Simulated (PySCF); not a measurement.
One molecule, one basis, several functionals.

Compound: octatetraene, C₈H₁₀.
InChI=1S/C8H10/c1-3-5-7-8-6-4-2/h3-8H,1-2H2/b7-5+,8-6+

Torsions of this conformer, `[CH2:1]=[CH:2]/[CH:3]=[CH:4]/[CH:5]=[CH:6]/[CH:7]=[CH2:8]`: C1–C2–C3–C4 180°, C3–C4–C5–C6 180°, C5–C6–C7–C8 180°.

PySCF, def2-SVPD basis, density fitting, gas phase, PBE0-D3(BJ)/def2-SVP geometry; singlet excitations by full TDDFT with frozen cores, triplets by Tamm–Dancoff TDDFT and ionisation energies by ΔSCF, from the lowest of the holes tried. One functional is left out:

```json
{"functional": "LDA", "exact exchange (%)": "0", "HOMO energy (eV)": "-5.34", "LUMO energy (eV)": "-2.86", "lowest singlet excitation (eV)": "3.83", "lowest triplet excitation (eV)": "2.14", "mean polarisability (au)": "150.5", "vertical ionisation energy (eV)": "7.67"}
{"functional": "PBE", "exact exchange (%)": "0", "HOMO energy (eV)": "-5.13", "LUMO energy (eV)": "-2.62", "lowest singlet excitation (eV)": "3.84", "lowest triplet excitation (eV)": "2.02", "mean polarisability (au)": "149.4", "vertical ionisation energy (eV)": "7.41"}
{"functional": "B3LYP", "exact exchange (%)": "20", "HOMO energy (eV)": "-5.74", "LUMO energy (eV)": "-2.00", "lowest singlet excitation (eV)": "4.02", "lowest triplet excitation (eV)": "2.06", "mean polarisability (au)": "145.4", "vertical ionisation energy (eV)": "7.44"}
{"functional": "BHandHLYP", "exact exchange (%)": "50", "HOMO energy (eV)": "-6.58", "LUMO energy (eV)": "-0.85", "lowest singlet excitation (eV)": "4.28", "lowest triplet excitation (eV)": "2.04", "mean polarisability (au)": "140.2", "vertical ionisation energy (eV)": "7.29"}
```

Q: Predict the row of PBE0 (25 % exact exchange) by straight lines through the other rows, and check it.

A: 
```tsv
property	line	computed	computed − line	B3LYP (20 %), for comparison
HOMO energy (eV)	-5.90	-5.92	-0.02	-5.74
LUMO energy (eV)	-1.80	-1.85	-0.05	-2.00
lowest singlet excitation (eV)	4.06	4.09	+0.03	4.02
lowest triplet excitation (eV)	2.06	2.02	-0.04	2.06
mean polarisability (au)	144.9	143.3	-1.6	145.4
vertical ionisation energy (eV)	7.42	7.45	+0.03	7.44
```

Q: Which of these properties follows the share of exact exchange most closely, and which least?

A: Most closely the lowest singlet excitation, least the lowest triplet excitation; the correlations over the tabulated rows are lowest singlet excitation 1.000, LUMO energy 0.994, mean polarisability -0.993, HOMO energy -0.991, vertical ionisation energy -0.744, lowest triplet excitation -0.362. The lowest singlet excitation moves by +0.089 eV for every 10 %. Functionals with the same share still differ in their other parts: at 0 % LDA and PBE differ by 0.01 eV in it.
